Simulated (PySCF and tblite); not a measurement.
Results of a calculation; reference values are marked as such.
C₅H₁₂, numbered as in [CH3:1][CH2:2][CH2:3][CH2:4][CH3:5]. Conformers came from 90 starts (ETKDG and KDG, MMFF94s, GFN2-xTB); geometries are PBE0-D3(BJ)/def2-SVP. Free energies are PBE0-D3(BJ)/def2-TZVP (IEF-PCM, chloroform) single points with GFN2-xTB rigid-rotor and vibrational terms (modes under about 100 cm⁻¹ blended into free rotors). Symmetry numbers and mirror images are counted. Conformers within 3 kcal/mol (GFN2-xTB free energy) were kept, 8 at most. GIAO shieldings: PBE0/pcSseg-1 (IEF-PCM, chloroform). Shifts are against TMS (¹H), TMS (¹³C) at the same level. Programs: PySCF with density fitting and tblite.

Torsions listed: C1–C2–C3–C4, C2–C3–C4–C5. Of a mirror pair one member is shown.

```
conformer       shape  point group  mirror pair  ΔE(DFT)  Δ(G−E) at 150 K  δ C2/C4 (ppm)
        1  180°, 180°          C2v           no     0.00             0.00           27.6
        2   65°, 177°           C1          yes     0.63             0.07           25.1
        3  -59°, -60°           C2          yes     1.04             0.22           20.5
        4   -62°, 89°           C1          yes     2.90             0.26           27.2
```

Energies in kcal/mol; the thermal term leaves out symmetry numbers and mirror images.

(1) Work out the weights at 150 K and the ¹³C shift of C2/C4 under fast exchange.

## Answers

(1) RT = 0.298 kcal/mol. Each conformer gets RT ln(σ/g), with σ the rotational symmetry number and g = 2 for a mirror pair: 1: σ = 2, g = 1, G = 0.00 + 0.00 + 0.21 = 0.21, 0.00 above the lowest, exp(−ΔG/RT) = 1.000; 2: σ = 1, g = 2, G = 0.63 + 0.07 − 0.21 = 0.49, 0.29 above the lowest, exp(−ΔG/RT) = 0.384; 3: σ = 2, g = 2, G = 1.04 + 0.22 + 0.00 = 1.26, 1.06 above the lowest, exp(−ΔG/RT) = 0.029; 4: σ = 1, g = 2, G = 2.90 + 0.26 − 0.21 = 2.95, 2.75 above the lowest, exp(−ΔG/RT) = 0.000. The sum is 1.413, so the weights are 70.8, 27.1, 2.0, 0.0 %. The averaged shift is 26.8 ppm. At 298.15 K it is 25.8 ppm. At 298.15 K the leading conformer alone gives 25.1 ppm and bare DFT energies give 26.2 ppm.
